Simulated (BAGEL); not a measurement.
# Two attempts at C2H3Cl2F (1,1-dichloro-1-fluoroethane)

Wanted: the energy of C2H3Cl2F (1,1-dichloro-1-fluoroethane), CASSCF(2,2)/6-31G** (density fitting with AutoAux, spherical functions, 2 states averaged).

The calculation is run with BAGEL 1.2.2.

2 further runs of the same task are left out: 2 set aside as unsound or not needed.

## (1) The system as given

The species is C2H3Cl2F (8 atoms), meant as a singlet with charge 0. SMILES: `CC(F)(Cl)Cl`. Geometry: relaxed at PBE0-D4/def2-TZVP.

Bond lengths: C1–C2 1.502 Å, C2–F3 1.348 Å, C2–Cl4 1.776 Å, C2–Cl5 1.776 Å, C1–H6 1.091 Å, C1–H7 1.091 Å, C1–H8 1.088 Å. Some angles: C1–C2–F3 110.1°, C1–C2–Cl4 111.1°, C1–C2–Cl5 111.1°, F3–C2–Cl4 107.6°, F3–C2–Cl5 107.6°, Cl4–C2–Cl5 109.3°, C2–C1–H6 108.9°, C2–C1–H7 108.9°, C2–C1–H8 110.1°, H6–C1–H7 109.8°.

## (2) The input as first written

Input file casscf.json:

```json
{ "bagel": [

{
  "title": "molecule",
  "basis": "6-31gss.json",
  "angstrom": true,
  "geometry": [
    { "atom": "C", "xyz": [   -0.133500,   -0.505900,    0.646300 ] },
    { "atom": "C", "xyz": [    0.199400,    0.391300,   -0.511300 ] },
    { "atom": "F", "xyz": [    1.523600,    0.643200,   -0.537400 ] },
    { "atom": "Cl", "xyz": [   -0.232400,   -0.372700,   -2.055900 ] },
    { "atom": "Cl", "xyz": [   -0.641100,    1.950200,   -0.373000 ] },
    { "atom": "H", "xyz": [    0.163400,   -0.011800,    1.572000 ] },
    { "atom": "H", "xyz": [    0.414900,   -1.442000,    0.535900 ] },
    { "atom": "H", "xyz": [   -1.202100,   -0.709300,    0.667600 ] }
  ]
},
{ "title": "hf" },
{
  "title": "casscf",
  "nstate": 2,
  "nact": 2,
  "nclosed": 28,
  "thresh": 1.0e-6,
  "maxiter": 200,
  "fci_algorithm": "kh",
  "natocc": true,
  "canonical": true
},
{ "title": "print", "file": "orbitals.molden", "orbitals": true }

]}
```

Started as:

```sh
$ BAGEL_NUM_THREADS=1 BAGEL casscf.json > casscf.out
```

What it wrote:

```text
* using 1 threads per process

  ===============================================================
  ===============================================================

  *** Geometry ***

  { "atom" : "C", "xyz" : [     -0.252278,     -0.956012,      1.221330 ] },
  { "atom" : "C", "xyz" : [      0.376811,      0.739450,     -0.966217 ] },
  { "atom" : "F", "xyz" : [      2.879187,      1.215472,     -1.015539 ] },
  { "atom" : "Cl", "xyz" : [     -0.439172,     -0.704301,     -3.885088 ] },
  { "atom" : "Cl", "xyz" : [     -1.211503,      3.685344,     -0.704868 ] },
  { "atom" : "H", "xyz" : [      0.308781,     -0.022299,      2.970649 ] },
  { "atom" : "H", "xyz" : [      0.784047,     -2.724985,      1.012704 ] },
  { "atom" : "H", "xyz" : [     -2.271640,     -1.340383,      1.261581 ] },

  Number of basis functions:       93
  Number of electrons      :       58

    * METHOD: MOLECULE                             0.00

  ERROR: EXCEPTION RAISED:  It seems that DF basis was not specified in molecule block
```

Run time: 0.16 s. Hardware: 1 thread of Arm Neoverse V2, shared host.

## (3) Diagnosis

The input was rejected.

The telling line is `ERROR: EXCEPTION RAISED:  It seems that DF basis was not specified in molecule block`. The fault: no fitting set is given.

## (4) The mended input

Input file job.json:

```json
{ "bagel" : [

{
  "title" : "molecule",
  "basis" : "6-31gss.json",
  "df_basis" : "6-31gss-autoaux.json",
  "angstrom" : true,
  "geometry" : [
    { "atom" : "C", "xyz" : [      -0.133500,      -0.505900,       0.646300 ] },
    { "atom" : "C", "xyz" : [       0.199400,       0.391300,      -0.511300 ] },
    { "atom" : "F", "xyz" : [       1.523600,       0.643200,      -0.537400 ] },
    { "atom" : "Cl", "xyz" : [      -0.232400,      -0.372700,      -2.055900 ] },
    { "atom" : "Cl", "xyz" : [      -0.641100,       1.950200,      -0.373000 ] },
    { "atom" : "H", "xyz" : [       0.163400,      -0.011800,       1.572000 ] },
    { "atom" : "H", "xyz" : [       0.414900,      -1.442000,       0.535900 ] },
    { "atom" : "H", "xyz" : [      -1.202100,      -0.709300,       0.667600 ] }
  ]
},

{
  "title" : "hf"
},

{
  "title" : "casscf",
  "nstate" : 2,
  "nact" : 2,
  "nclosed" : 28,
  "thresh" : 1.0e-6,
  "maxiter" : 200,
  "fci_algorithm" : "kh",
  "natocc" : true,
  "canonical" : true
},

{
  "title" : "print",
  "file" : "orbitals.molden",
  "orbitals" : true
}

]}
```

The basis set 6-31G** is read from a file made from the Basis Set Exchange's data (not shown).

Started as:

```sh
$ BAGEL_NUM_THREADS=1 BAGEL job.json > job.out
```

What it wrote:

```text
* using 1 threads per process

  ===============================================================
  ===============================================================

  *** Geometry ***

  { "atom" : "C", "xyz" : [     -0.252278,     -0.956012,      1.221330 ] },
  { "atom" : "C", "xyz" : [      0.376811,      0.739450,     -0.966217 ] },
  { "atom" : "F", "xyz" : [      2.879187,      1.215472,     -1.015539 ] },
[... 4 lines of this table left out ...]
  { "atom" : "H", "xyz" : [     -2.271640,     -1.340383,      1.261581 ] },

  Number of auxiliary basis functions:      720

  Since a DF basis is specified, we compute 2- and 3-index integrals:
    o Being stored without compression. Storage requirement is 0.050 GB

  Number of basis functions:       93
  Number of electrons      :       58

    * METHOD: MOLECULE                             0.46

  *** RHF ***

  === Nuclear Repulsion ===
   300.0052248118

      * DIIS with orbital gradients will be used.

  === RHF iteration (6-31gss.json) ===
      0      -1095.70001938          0.01582931           0.19
      1      -1095.81311155          0.01057928           0.18
      2      -1095.87036398          0.00146691           0.18
[... 10 lines of this table left out ...]
     13      -1095.87266485          0.00000001           0.18
    * SCF iteration converged.

    * Permanent dipole moment:
           (    0.241497,     0.531394,    -0.674970) a.u.

    * METHOD: HF                                   2.83

  ---------------------------
      CASSCF calculation
  ---------------------------

    * nstate   :      2
    * nclosed  :     28
    * nact     :      2
    * nvirt    :     63
  === CASSCF iteration (6-31gss.json) ===

    * Using the second-order algorithm

      0  0     -1095.87302640     5.52e-03      0.06
      0  1     -1095.52964553     0.00e+00      0.06

[... 4 lines of this table left out ...]
      2  1     -1095.55517009     0.00e+00      0.94

    * Second-order optimization converged. *

     guess   0:   closed 1.                   open ..
     guess   1:   closed ..                   open 11

  === FCI iteration ===

      0  0     -1095.86592374     6.97e-03      0.00
      0  1     -1095.55517009     1.19e-06      0.00

      1  0 *   -1095.86619307     1.11e-16      0.00
      1  1 *   -1095.55517009     2.36e-16      0.00

     * ci vector, state   0, <S^2> = 0.0000
       2.     0.9998135525

     * ci vector, state   1, <S^2> = 0.0000
       ab     0.7071067812
       ba     0.7071067812

    * METHOD: CASSCF                               2.35

    * METHOD: PRINT                                0.01

  ===============================================================
```

Run time: 6 s. Hardware: 1 thread of Arm Neoverse V2, shared host; peak memory 0.19 GiB.

## (5) Results

At CASSCF(2,2)/6-31G** (density fitting with AutoAux, spherical functions, 2 states averaged):

```
                                         quantity           value
                  energy of the lowest of 2 roots  -1095.86619 Eh
lowest excitation energy within this active space         8.46 eV
```

What this shows: The orbitals are averaged over several states, so each root lies above its own optimum (it can stand above Hartree-Fock), and forces and dipoles share that bias. The basis has no diffuse functions, so Rydberg states are missing or pushed up, and the true lowest state may lie lower.
